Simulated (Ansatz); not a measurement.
## NH4⁺, singlet: the ladder up to full CI

Geometry: displaced at random from a stationary point.

```yaml
atoms:
  - { symbol: N, position_ang: [0.0205, 0.0108, 0.0025] }
  - { symbol: H, position_ang: [0.4459, 0.6115, 0.6043] }
  - { symbol: H, position_ang: [-0.6607, -0.6015, 0.5976] }
  - { symbol: H, position_ang: [-0.5736, 0.5211, -0.5701] }
  - { symbol: H, position_ang: [0.5038, -0.6813, -0.6664] }
```

Basis 6-31G; Ansatz 0.2.0. Correlated methods freeze the noble-gas cores, which leaves 8 electrons in 16 orbitals. Prefix R: restricted or restricted open-shell reference. Active spaces: valence = (8e, 8o) chosen from the atoms' valence shells.

Full CI is exact within this basis and frozen core; it isn't the basis-set limit.

The UHF ⟨S²⟩ is 0.000, the T1 diagnostic (RCCSD) is 0.0067 and the largest doubles amplitude (RCCSD) is 0.049.

```csv
level,E − E(full CI) (mEh),share of correlation (%),wall time
RHF,134.66,0.00,–
RMP2,16.98,87.39,–
CISD,7.02,94.78,0.15 s
RCCSD,1.74,98.71,–
RCCSD(T),0.39,99.71,0.15 s
BCCD(T),0.40,99.71,0.09 s
RCCSDT,0.27,99.80,–
CISDTQ,0.19,99.86,0.51 s
RCCSDT(Q),0.00,100.00,0.15 s
RCCSDTQ,0.01,99.99,1.1 s
CASSCF (valence space),27.80,79.36,–
NEVPT2 (valence space),6.33,95.30,1.1 s
MRCISD (valence space),0.31,99.77,–
MRCISD+Q (valence space),0.01,99.99,1.6 s
```

The correlation energy at full CI, counted from RHF, is -3.664 eV. That run took 9 s on 1 thread of Intel Xeon 6975P-C, shared host over 3,312,400 determinants.

Times hold each run's SCF and search for its determinant on a shared host, so for small cases they say little of a method's own cost; they ran on 1 thread of Intel Xeon 6975P-C.

The full-CI state has the irrep A of C1, in the program's axes.

Natural occupations of full CI about the gap: 1.984 1.974 1.970 1.966 0.028 0.025 0.020 0.017 0.005 0.004; effectively unpaired electrons, Σ n²(2−n)², 0.02.
